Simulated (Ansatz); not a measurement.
Mulliken charges of C₂H₂O₂, SMILES `O=C1CO1` from r2SCAN/def2-TZVPP in Ansatz (PBE0-D4/def2-TZVP geometry).

```csv
atom,x (Å),y (Å),z (Å),charge (e)
O1,-0.716,-1.718,0.668,-0.269
C2,-0.356,-0.735,0.121,0.333
C3,0.323,0.533,0.020,-0.005
O4,-0.452,-0.161,-1.067,-0.238
H5,1.391,0.575,-0.166,0.089
H6,-0.148,1.442,0.377,0.089
```

Q: By hand: the dipole of these point charges (1 e Å = 4.8032 D).

A: Σ q r = (0.291, 0.433, 0.133) e Å, of length 0.538 e Å = 2.58 D.

Q: How does the dipole of the full density compare? (An estimate is asked.)

A: Ansatz gave: (0.330, 0.572, 0.024) e Å, 3.17 D; the point charges give 0.81 times that, at 13° from its direction.

Point charges leave out the atoms' own dipoles, such as those of lone pairs, and Mulliken's split depends on the basis, so the two needn't agree.
